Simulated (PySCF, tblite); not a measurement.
**HN₂F, a complex of two parts: NMR shifts, interaction energy, infrared bands, spin-spin couplings and core binding energies**

The task here is to estimate one member of a computed series from the others.

Computed with tblite 0.8.0 and PySCF 2.14.0; each step states its level. No surroundings beyond the atoms listed, unless a continuum is named. Atoms count from 0, parts from 1.

### Starting point

4 atoms, charge 0, multiplicity 1; geometry: rigid parts in contact. Parts: 1 = atoms 0–1, `F`, charge 0; 2 = atoms 2–3, `N#N`, charge 0.

The first run:

What the job is given:

```
{"job": {"kind": "dock", "xc": "GFN2-xTB", "basis": "xTB"}, "charge": 0, "multiplicity": 1, "parts": [{"atoms": "0-1", "charge": 0, "multiplicity": 1}, {"atoms": "2-3", "charge": 0, "multiplicity": 1}]}
F      0.465938     0.014158    -0.008054
H     -0.465938    -0.014158     0.008054
N     -2.207525     1.536234     2.454069
N     -1.582010     0.855737     1.861069
```

Level: GFN2-xTB search for minima from random contacts, gas phase.

Command:

```bash
$ OMP_NUM_THREADS=1 python cluster_run.py task.json out
```

This one command runs all jobs of the session in turn.

Among the steps run: Docking the parts with GFN2-xTB; Relaxing the molecule at PBE0-D3(BJ)/def2-TZVPD; NMR shieldings: PBE0/pcSseg-2; Coupled-cluster interaction energy: CCSD(T) and MP2.

One of the session's tables, all rows but one given; the rest of the session is left out.

It belongs to the step «Coupled-cluster interaction energy: CCSD(T) and MP2». 

```
                 method  interaction energy (kcal/mol)
         HF/aug-cc-pVDZ                          -0.78
        MP2/aug-cc-pVDZ                          -1.99
       CCSD/aug-cc-pVDZ                              ?
    CCSD(T)/aug-cc-pVDZ                          -1.87
         HF/aug-cc-pVQZ                          -0.97
        MP2/aug-cc-pVQZ                          -2.39
    SCS-MP2/aug-cc-pVQZ                          -2.09
      MP2, extrapolated                          -2.44
CCSD(T), limit estimate                          -2.32
```

**Question.** Estimate the row for CCSD/aug-cc-pVDZ.

**Answer.** interaction energy (kcal/mol): -1.70. In the column «interaction energy (kcal/mol)» it lies between CCSD(T)/aug-cc-pVDZ (-1.87) and HF/aug-cc-pVQZ (-0.97).
